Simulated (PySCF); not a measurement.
Geometry:
```
atom   x (Å)   y (Å)   z (Å)
  C1   1.223   0.537   0.215
  C2   0.152   0.292  -0.546
 Cl3   0.049   0.897  -2.169
  C4  -1.004  -0.499  -0.076
  N5  -2.060  -0.785  -0.712
  H6   2.069   1.124  -0.148
  H7   1.257   0.141   1.233
  H8  -0.893  -0.864   0.959
  H9  -2.016  -0.375  -1.654
```

Level of theory: σ from GIAO-PBE0/pcSseg-1, geometry from PBE0-D3(BJ)/def2-SVP, in PySCF 2.14 (single conformer, gas phase, non-relativistic).

Scale: 13C (184.41 ppm), 1H (31.27 ppm) vs TMS; 35Cl (943.27 ppm) against HCl; NH3 for 15N (265.67 ppm) (reference shieldings calculated alike).

```tsv
atoms	nucleus	count	δ (ppm)
C4	13C	1	166.4
C1	13C	1	128.6
N5	15N	1	?
H6	1H	1	6.07
H8	1H	1	7.73
H9	1H	1	?
Cl3	35Cl	1	176
C2	13C	1	?
H7	1H	1	5.83
```

Q: Estimate the values marked ?.

A: 
- C2: 150.8 ppm, carbon bonded to 2 C, Cl
- H9: 10.77 ppm, hydrogen on a nitrogen bonded to C
- N5: 359.4 ppm, nitrogen bonded to C, H

Exchangeable OH/NH protons stand at their gas-phase positions; hydrogen bonding in a real sample shifts them, mostly to higher δ. Carbons that carry Cl, above all several Cl atoms, come out too deshielded, partly because spin–orbit coupling is missing. Shifts are as computed. Against solution values, carbons near 30 ppm lie about +2 ppm off and those near 130 ppm about +5 ppm; carbons on Cl a further +5 ppm. Of 1211 compounds with measured shifts, 218 miss one by over three times the rms of a fit or turn the order of signals round; such compounds aren't used in these exercises. Experimental scales use liquid or dissolved standards, which lie at an offset from isolated NH3 (liquid NH3: subtract about 20 ppm). Unscaled 15N shifts of sp2 nitrogen come out 20 to 40 ppm too high even then.
